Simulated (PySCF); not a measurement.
Isomers of C4H6FN, one GFN2-xTB conformer each. Single-point energies are computed at PBE0/pcSseg-1 (PySCF, gas phase, no added dispersion term), electronic only.

```tsv
SMILES	GFN2-xTB relative energy (kJ/mol)
C[C@@H](F)[C@H]1C=N1	131.7
N=C1CC(F)C1	12.1
CC[C@H](F)C#N	27.7
C/N=C\C=C/F	61.9
C[C@@H](F)CC#N	0.0
```

Conformers: `[CH3:1][C@@H:2]([F:3])[C@H:4]1[CH:5]=[N:6]1` with C1–C2–C4–C5 -29°; `[NH:1]=[C:2]1[CH2:3][CH:4]([F:5])[CH2:6]1` with N1–C2–C3–C4 -169°, C2–C3–C4–F5 -125°, C3–C4–C6–C2 8°, N1–C2–C6–C4 169°; `[CH3:1][CH2:2][C@H:3]([F:4])[C:5]#[N:6]` with C1–C2–C3–F4 -66°; `[CH3:1]/[N:2]=[CH:3]\[CH:4]=[CH:5]/[F:6]` with N2–C3–C4–C5 180°; `[CH3:1][C@@H:2]([F:3])[CH2:4][C:5]#[N:6]` with C1–C2–C4–C5 65°.

Problem. What does PBE0/pcSseg-1 give for the same structures?

Solution. 
| SMILES | PBE0/pcSseg-1 E (Eh) | PBE0/pcSseg-1 (kJ/mol) | GFN2-xTB (kJ/mol) | point group |
| --- | --- | --- | --- | --- |
| C[C@@H](F)CC#N | -310.23595 | 0.0 | 0.0 | C1 |
| CC[C@H](F)C#N | -310.22538 | 27.8 | 27.7 | C1 |
| N=C1CC(F)C1 | -310.20685 | 76.4 | 12.1 | – |
| C/N=C\C=C/F | -310.19423 | 109.5 | 61.9 | near Cs |
| C[C@@H](F)[C@H]1C=N1 | -310.17026 | 172.5 | 131.7 | C1 |

Both levels put the same isomer lowest; measured from each level's own lowest isomer, the values differ by up to 64.3 kJ/mol (N=C1CC(F)C1: 12.1 against 76.4). As drawn, the lowest has a C≡N group, which the highest lacks; the highest has a three-membered ring and a C=N bond, which the lowest lacks.

Problem. Which frontier levels, dipoles and rotational constants go with these structures?

Solution. 
```tsv
SMILES	HOMO (eV, PBE0/pcSseg-1)	LUMO (eV)	dipole (D)	A, B, C (MHz)
C[C@@H](F)CC#N	-9.51	0.55	2.10	7778, 2136, 1793
CC[C@H](F)C#N	-9.63	-0.07	3.74	7132, 2275, 1836
N=C1CC(F)C1	-7.35	-0.30	1.74	9819, 2461, 2140
C/N=C\C=C/F	-6.95	-1.35	3.00	13154, 1682, 1506
C[C@@H](F)[C@H]1C=N1	-7.98	-0.86	1.05	6667, 2876, 2411
```
